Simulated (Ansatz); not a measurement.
**C4H5N (singlet): from Hartree-Fock to the top rungs, STO-3G**

Aim: climb from Hartree-Fock through coupled cluster and multireference methods for C4H5N (singlet) at one geometry and basis, and see what each rung misses.

Computed with Ansatz 0.2.0, Gaussian basis. Level: STO-3G, core rule «outside noble gas», up to 5 orbitals frozen.

The runs, in order: UHF; CCSD(T) on RHF; CCSD(T) on UHF; BCCD(T) on RHF; CISD; CCSDT(Q) on RHF; CCSDT(Q) on UHF; CISDTQ; CCSDTQ on RHF; CCSDTQ on UHF; CASSCF and MRCISD+Q, 8 electrons in 8 orbitals; CASSCF and NEVPT2, 8 electrons in 8 orbitals.

15 further runs of the same task are left out: 1 that didn't finish, 14 set aside as unsound or not needed.

## (1) The geometry

The geometry is an MP2(full)/6-31G* stationary point (not a proven minimum).

10 atoms, charge 0, spin multiplicity 1.

Atoms are counted from 1 here; the program's logs count them from 0.

Bond lengths: H1–N2 1.011 Å, N2–C3 1.371 Å, N2–C4 1.371 Å, C3–C5 1.382 Å, C3–H7 1.081 Å, C4–C6 1.382 Å, C4–H8 1.081 Å, C5–C6 1.417 Å, C5–H9 1.082 Å, C6–H10 1.082 Å. Angles: H1–N2–C3 124.9°, H1–N2–C4 124.9°, C3–N2–C4 110.2°, N2–C3–C5 107.4°, N2–C3–H7 121.2°, C5–C3–H7 131.4°, N2–C4–C6 107.4°, N2–C4–H8 121.2°, C6–C4–H8 131.4°, C3–C5–C6 107.5°, C3–C5–H9 125.6°, C6–C5–H9 126.9°, C4–C6–C5 107.5°, C4–C6–H10 125.6°, C5–C6–H10 126.9°.

## (2) UHF

Contents of in.yaml:

```yaml
crystal:
  periodic: [false, false, false]
  atoms:
    - {symbol: H, position_ang: [0.000000, 0.000000, 2.128979]}
    - {symbol: N, position_ang: [0.000000, 0.000000, 1.118367]}
    - {symbol: C, position_ang: [0.000000, 1.124516, 0.333248]}
    - {symbol: C, position_ang: [0.000000, -1.124516, 0.333248]}
    - {symbol: C, position_ang: [0.000000, 0.708407, -0.984124]}
    - {symbol: C, position_ang: [0.000000, -0.708407, -0.984124]}
    - {symbol: H, position_ang: [0.000000, 2.112872, 0.770179]}
    - {symbol: H, position_ang: [0.000000, -2.112872, 0.770179]}
    - {symbol: H, position_ang: [0.000000, 1.357252, -1.849402]}
    - {symbol: H, position_ang: [0.000000, -1.357252, -1.849402]}
basis:
  gaussian: {orbitals: STO-3G}
magnetization: {spin_polarized: true, initial_magnetization: 0}
hamiltonian: {xc: hf}
output: {orbitals: {seedname: orbitals}}
```

On the command line:

```sh
$ ansatz run in.yaml --threads 1 --pin off --events-out ev --progress --plain --max-ram 2880MiB --backend cpu
```

Further steps of the session: CCSD(T) on RHF; CCSD(T) on UHF; BCCD(T) on RHF; CISD; CCSDT(Q) on RHF; CCSDT(Q) on UHF; CISDTQ; CCSDTQ on RHF; CCSDTQ on UHF; CASSCF and MRCISD+Q, 8 electrons in 8 orbitals; CASSCF and NEVPT2, 8 electrons in 8 orbitals.

Before running them: what should the planned runs give, taken together? Wanted: RCCSDTQ below the RHF energy; RMP2 from RCCSDTQ; UMP2 from RCCSDTQ; RCCSD from RCCSDTQ; RCCSD(T) from RCCSDTQ; UCCSD(T) from RCCSDTQ; RCCSDT(Q) from RCCSDTQ; UCCSDT(Q) from RCCSDTQ; T1 diagnostic.

As calculated:

```
                         quantity                                          value
     RCCSDTQ below the RHF energy                                     -9.5861 eV
                RMP2 from RCCSDTQ                                    +1745.9 meV
                UMP2 from RCCSDTQ                                    +2495.9 meV
               RCCSD from RCCSDTQ                                     +245.2 meV
            RCCSD(T) from RCCSDTQ                                      +52.6 meV
            UCCSD(T) from RCCSDTQ                                      +63.5 meV
           RCCSDT(Q) from RCCSDTQ                                       +2.3 meV
           UCCSDT(Q) from RCCSDTQ                                       +3.4 meV
levels within 1 kcal/mol (43 meV)  RCCSDT, UCCSDT, RCCSDT(Q), UCCSDT(Q), UCCSDTQ
                    T1 diagnostic                                          0.005
```

**Reading.** RCCSD(T) misses by +52.6 meV, 0.5 % of the correlation energy. These misses are within one basis, not against nature.
